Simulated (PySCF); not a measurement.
CH₃O, multiplicity 2. Atoms are numbered in the order given.

```xyz
5

C     -0.6398     0.2295     0.1011
O      0.5984    -0.3200    -0.0623
H     -1.4477    -0.4706    -0.0414
H     -0.7726     1.2891    -0.0744
H      1.2722     0.3647     0.0076
```
Charge 0, spin multiplicity 2.

Coordinates come from a B3LYP-D3(BJ)/def2-TZVP optimisation. The isomer is the one that the SMILES or the coordinates give; other isomers of the formula were not compared.

All values below come from B3LYP/def2-TZVPD (PySCF).

Gas-phase values at a fixed geometry.

```yaml
total_energy: -115.11585 hartree
"α spin, highest occupied and lowest empty level": -5.02 and -0.19 eV
"β spin, highest occupied and lowest empty level": -9.66 and -1.13 eV
dipole_moment: 1.47 D
quadrupole, principal values (traceless, Buckingham form, about the centre of nuclear charge): -3.33, -1.47, 4.80 D·Å
mean_static_polarisability: 21.4 bohr³ (3.18 Å³)
polarisability_principal_values: 19.6, 20.2, 24.5 bohr³
"⟨S²⟩": 0.754 (pure state 0.75)
```
